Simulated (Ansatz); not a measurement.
AlH2F, 4 atoms. Hardware: 4 threads of AMD EPYC 9R45 on a shared host.

Correlated methods freeze 6 core orbitals.

Problem. How many basis functions does each of these Ansatz runs have, and roughly what does it cost? LDA (SPW92)/def2-TZVP, charge 0 singlet, energy, from earlier orbitals; PBE0-D4/def2-TZVP, charge 1 doublet at the geometry of the charge 0 singlet, energy; HF/STO-3G, charge 0 singlet, energy; PBE0-D4/def2-TZVP, charge 0 singlet, energy, from earlier orbitals; PBE-D4/def2-TZVP, charge 0 singlet, energy, from earlier orbitals; HF/6-31G, charge 0 singlet, energy; PBE-D4/def2-TZVP, charge 0 triplet at the geometry of the charge 0 singlet, energy, from earlier orbitals; r2SCAN0-D4/def2-TZVP, charge 0 singlet, energy, from earlier orbitals; PBE-D4/def2-TZVP, charge 1 doublet at the geometry of the charge 0 singlet, energy, from earlier orbitals; MP2/def2-TZVP, charge 0 singlet, energy, from earlier orbitals; PBE0-D4/def2-SVP, charge 0 singlet, energy, from earlier orbitals; PBE-D4/def2-TZVP, charge 1 doublet, energy, from earlier orbitals.

Solution. Other jobs shared the machine, so times can vary by a factor of up to 3. A dash marks memory too small to be measured apart from the calling script's.

```
                                                                                                      run  functions  fitting or Cholesky vectors  wall time  peak host memory (GiB)
                                                                      HF/STO-3G, charge 0 singlet, energy         16                          188     0.05 s                       –
                                                                       HF/6-31G, charge 0 singlet, energy         26                          281      0.1 s                       –
                                        PBE0-D4/def2-SVP, charge 0 singlet, energy, from earlier orbitals         42                          390     0.15 s                       –
                                   LDA (SPW92)/def2-TZVP, charge 0 singlet, energy, from earlier orbitals         80                          503     0.15 s                       –
                                        PBE-D4/def2-TZVP, charge 0 singlet, energy, from earlier orbitals         80                          503      0.2 s                       –
                                           MP2/def2-TZVP, charge 0 singlet, energy, from earlier orbitals         80                          533      0.2 s                       –
                                       PBE0-D4/def2-TZVP, charge 0 singlet, energy, from earlier orbitals         80                          523     0.25 s                       –
                                        PBE-D4/def2-TZVP, charge 1 doublet, energy, from earlier orbitals         80                          503      0.3 s                       –
                      PBE0-D4/def2-TZVP, charge 1 doublet at the geometry of the charge 0 singlet, energy         80                          523      0.3 s                       –
PBE-D4/def2-TZVP, charge 0 triplet at the geometry of the charge 0 singlet, energy, from earlier orbitals         80                          503     0.35 s                       –
PBE-D4/def2-TZVP, charge 1 doublet at the geometry of the charge 0 singlet, energy, from earlier orbitals         80                          503     0.35 s                       –
                                    r2SCAN0-D4/def2-TZVP, charge 0 singlet, energy, from earlier orbitals         80                          523      0.4 s                       –
```
